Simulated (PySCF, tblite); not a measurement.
# CH₂FN, a complex of two parts: NMR shifts, interaction energy, infrared bands, spin-spin couplings and core binding energies

The task here is to estimate one member of a computed series from the others.

Programs: tblite 0.8.0 and PySCF 2.14.0. All values are calculated, for the isolated system unless a continuum is named. Atoms count from 0, parts from 1.

### Starting point

5 atoms, charge 0, multiplicity 1; geometry: rigid parts in contact. Parts: 1 = atoms 0–1, `F`, charge 0; 2 = atoms 2–4, `C#N`, charge 0.

The first run:

What the job is given:

```
{"job": {"kind": "dock", "xc": "GFN2-xTB", "basis": "xTB"}, "charge": 0, "multiplicity": 1, "parts": [{"atoms": "0-1", "charge": 0, "multiplicity": 1}, {"atoms": "2-4", "charge": 0, "multiplicity": 1}]}
F      0.466223     0.001260    -0.003209
H     -0.466223    -0.001260     0.003209
C     -1.855273     0.307910     1.517585
N     -2.747878    -0.231095     1.062787
H     -1.024746     0.809109     1.940665
```

With the program's defaults for keys left out, this is: GFN2-xTB search for minima from random contacts, gas phase.

Run with:

```
OMP_NUM_THREADS=1 python cluster_run.py task.json out
```

This one command runs all jobs of the session in turn.

Among the steps run: Bringing the parts together with GFN2-xTB; Optimising the geometry at PBE0-D3(BJ)/def2-TZVPD; Shielding tensors: PBE0/pcSseg-2; Coupled-cluster interaction energy: CCSD(T) and MP2.

One of the session's tables, all rows but one given; the rest of the session is left out.

It belongs to the step «Coupled-cluster interaction energy: CCSD(T) and MP2». 

| method | interaction energy (kcal/mol) |
| --- | --- |
| HF/aug-cc-pVDZ | -5.84 |
| MP2/aug-cc-pVDZ | -7.11 |
| CCSD/aug-cc-pVDZ | -6.56 |
| CCSD(T)/aug-cc-pVDZ | -6.77 |
| HF/aug-cc-pVQZ | ? |
| MP2/aug-cc-pVQZ | -7.83 |
| SCS-MP2/aug-cc-pVQZ | -7.24 |
| MP2, extrapolated | -7.95 |
| CCSD(T), limit estimate | -7.61 |

**Question.** Estimate the row for HF/aug-cc-pVQZ.

**Answer.** interaction energy (kcal/mol): -6.04. In the column «interaction energy (kcal/mol)» it lies between CCSD/aug-cc-pVDZ (-6.56) and HF/aug-cc-pVDZ (-5.84).

To keep in mind: The interaction energy leaves out the deformation of the parts, 0.40 kcal/mol (MP2); added to the CCSD(T) estimate it gives a binding of about -7.20 kcal/mol.
